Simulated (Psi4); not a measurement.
Internal rotation in SMILES C(=C/C)/C#N (C₄H₅N), singlet. Scanned: dihedral H6–C1–C2–C3; all other coordinates were relaxed at B3LYP-D3(BJ)/def2-SVP.

Geometry of the scan point at 40° (Å):
```
10

C     -1.2244     0.4232     0.0363
C     -0.2698    -0.7263     0.1488
C     -0.5426    -1.9106     0.7289
C     -1.7942    -2.2001     1.3578
N     -2.8106    -2.4354     1.8693
H     -1.8185     0.5497     0.9545
H     -1.9324     0.2587    -0.7948
H     -0.6936     1.3645    -0.1657
H      0.7177    -0.6142    -0.3113
H      0.2034    -2.7099     0.7439
```

Computed with DF-MP2 (frozen core)/cc-pVTZ // B3LYP-D3(BJ)/def2-SVP run with Psi4.

Scanned values (°): 0, 10, 20, 30, 40, 50, 60, 70, 80, 90, 100, 110.

Question: Locate the minima and the barriers on this grid.

Answer: Lower than their neighbours: 0° (0.00 kcal/mol, end of the scan), 110° (0.10 kcal/mol, end of the scan). Higher than their neighbours: 60° (1.47 kcal/mol). The whole profile spans 1.47 kcal/mol.
